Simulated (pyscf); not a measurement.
**H₂C=C•–OH (SMILES C=[C]O), doublet**

Gas-phase minimum from PySCF at ωB97X-D3(BJ)/def2-SVP, one conformer. H₂C=C•–OH lies 31.7 kcal/mol over its isomer H₃C–C•=O, and others may lie lower still (electronic energy, ωB97M-D3(BJ)). 

```xyz
6

C      0.3296    -0.7595    -0.3550
C      0.7934     0.2465     0.3695
O      1.8994     0.3646     1.0980
H     -0.5416    -0.6269    -1.0005
H      0.8071    -1.7477    -0.3061
H      1.7012     0.8560     1.9065
```
Charge 0, spin multiplicity 2.

Bond lengths (Å): C1–C2 1.324, C1–H4 1.092, C1–H5 1.099, C2–O3 1.330, O3–H6 0.967. Angles (°): C2–C1–H4 120.7, C2–C1–H5 120.5, H4–C1–H5 118.8, C1–C2–O3 131.2, C2–O3–H6 109.4.

Properties at ωB97X-D3(BJ)/def2-SVP:

| Quantity | Value |
|---|---|
| Harmonic wavenumbers, unscaled | 338, 447, 642, 839, 962, 1145, 1245, 1395, 1775, 3143, 3272, 3860 cm⁻¹ |
| Zero-point energy | 27.3 kcal/mol |
| Rotational symmetry number | 1 |
| Entropy of this conformer at 298 K and 1 atm, rigid rotor and harmonic oscillator, modes under 100 cm⁻¹ raised to 100 | 261.1 J/(mol K) |
| Dipole moment | 1.48 D |
| Spin expectation value S2 | 0.757 |

Single-point totals, which compare only within one level (frozen core for MP2 and CC):

```tsv
level	total energy (hartree)
ωB97X-D3(BJ)/def2-TZVP	-153.23784
PBE/def2-TZVP	-153.01367
r²SCAN/def2-TZVP	-153.11152
B3LYP-D3(BJ)/def2-TZVP	-153.20336
PBE0-D3(BJ)/def2-TZVP	-153.01961
M06-2X/def2-TZVP	-153.12510
ωB97M-D3(BJ)/def2-TZVP	-153.22838
UHF/def2-TZVPP	-152.31745
MP2/def2-TZVPP	-152.83826
CCSD/def2-TZVPP	-152.86757
CCSD(T)/def2-TZVPP	-152.89091
```

The CCSD(T) − MP2 part came from Ansatz, without density fitting, on the same reference. A UHF reference is spin-contaminated (<S²> up to 0.91), which harms MP2 most.
